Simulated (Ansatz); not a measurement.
A run of Ansatz (development build ahead of 0.2.0) on singlet C2 at this shape:

```xyz
2

C     0.0285   -0.0018   -0.5870
C    -0.0236   -0.0291    0.5949
```

Its results:

| Item | Value |
| --- | --- |
| Converged | yes |
| Reference energy | -75.39470 hartree |
| Correlation energy | -0.19723 hartree |
| Total energy | -75.59192 hartree |
| Spin squared of the determinant | 0.000 |

**Question.** Which input gives this output? Name the method, the orbitals and the basis set, and write the input.

**Answer.** RHF-MP2 in aug-cc-pVDZ. An unrestricted run that stays on the closed shell gives the same numbers.

```yaml
crystal:
  periodic: [false, false, false]
  atoms:
    - { symbol: C, position_ang: [0.02853, -0.00175, -0.58702] }
    - { symbol: C, position_ang: [-0.02355, -0.0291, 0.5949] }
basis:
  gaussian: { orbitals: aug-cc-pVDZ }
hamiltonian:
  xc: hf
correlation:
  method: mp2
  frozen_orbitals: { C: 1 }
```

Caution: in another basis set an unrestricted determinant lies well below.
